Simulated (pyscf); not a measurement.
# Atom transfer: H₃C–CH(F)–F (SMILES CC(F)F) + H• (SMILES [H]) → H₃C–CH•–F (SMILES C[CH]F) + HF (SMILES F)

Gas phase, doublet surface, charge 0. Bonds broken: C2–F3. Bonds formed: F3–H9. Structures and frequencies: ωB97X-D3(BJ)/def2-SVP in PySCF.

Transition state (Å):

```xyz
9

C      0.1332     0.4586    -0.0022
C     -0.0533    -0.6537     0.9677
F      1.2500    -0.4864     2.0824
F      0.1158    -1.8662     0.4385
H      1.1244     0.3767    -0.4721
H     -0.6355     0.4182    -0.7939
H      0.0597     1.4251     0.5151
H     -0.9085    -0.6308     1.6539
H      2.2037    -0.4231     2.8674
```

One imaginary mode, 1960i cm⁻¹; descent along it reached the two sides named, in the forms told below.

| bond | change | reactant side (Å) | saddle | product side |
|---|---|---|---|---|
| C2–F3 | breaks | 1.361 | 1.723 | 2.8 |
| F3–H9 | forms | 3.3 | 1.237 | 0.933 |

Electronic energies relative to the separated reactants (kJ/mol):

| level | barrier | reaction energy | reverse barrier |
|---|---|---|---|
| ωB97X-D3(BJ)/def2-TZVP | 154.0 | -56.2 | 210.2 |
| PBE/def2-TZVP | 93.4 | -58.6 | 152.1 |
| r²SCAN/def2-TZVP | 100.5 | -66.9 | 167.5 |
| B3LYP-D3(BJ)/def2-TZVP | 108.9 | -71.9 | 180.9 |
| PBE0-D3(BJ)/def2-TZVP | 128.0 | -59.0 | 187.0 |
| M06-2X/def2-TZVP | 151.9 | -54.2 | 206.0 |
| ωB97M-D3(BJ)/def2-TZVP | 143.7 | -58.5 | 202.2 |
| HF/def2-TZVP | 232.4 | -57.3 | 289.7 |

With ωB97M-D3(BJ)/def2-TZVP energies and thermal terms (ideal gas, 1 atm, RRHO with modes under 100 cm⁻¹ raised to 100, one conformer, R ln 2 for rigid chiral ones), in kJ/mol:

| T (K) | ΔH‡ | ΔG‡ | ΔH | ΔG |
|---|---|---|---|---|
| 298 | 139.4 | 164.4 | -50.9 | -67.6 |
| 600 | 138.9 | 190.0 | -51.8 | -84.5 |
| 900 | 138.3 | 215.7 | -54.5 | -100.3 |
| 1200 | 137.4 | 241.6 | -58.0 | -115.0 |

On the product side the descent ends in a complex (not fully relaxed), 18.7 kJ/mol under the separated species and 228.9 kJ/mol under the saddle at ωB97X-D3(BJ)/def2-TZVP. One saddle was located; it need not be the lowest between these sides. The angle at the transferred F is 177°.
